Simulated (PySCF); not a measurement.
O3, SMILES O=[O+][O-] (connectivity only; charge and spin as stated), charge -1, multiplicity 2. The structure is a stationary point at PBE-D3(BJ)/def2-TZVPD. The isomer is the one that the SMILES or the coordinates give; other isomers of the formula were not compared.

Computed with PBE-D3(BJ)/def2-TZVPD run with PySCF.

Harmonic wavenumbers (cm⁻¹): 569, 788, 1008. Rotational constants (GHz): 89.51, 11.84, 10.46; symmetry number 2.

Q: Work out the zero-point energy and the ideal-gas rigid-rotor harmonic-oscillator thermochemistry at 298.15 K and 1 atm.

A: ZPE = ½ Σ hcν = ½ × 2366 cm⁻¹ = 14.15 kJ/mol. H − E(el) = 24.84 kJ/mol. Entropy in J/(mol K): translation 157.03, rotation 81.68, vibration 3.40, spin 5.76, total 247.87. G − E(el) = -49.06 kJ/mol. Cp = 42.20 J/(mol K).
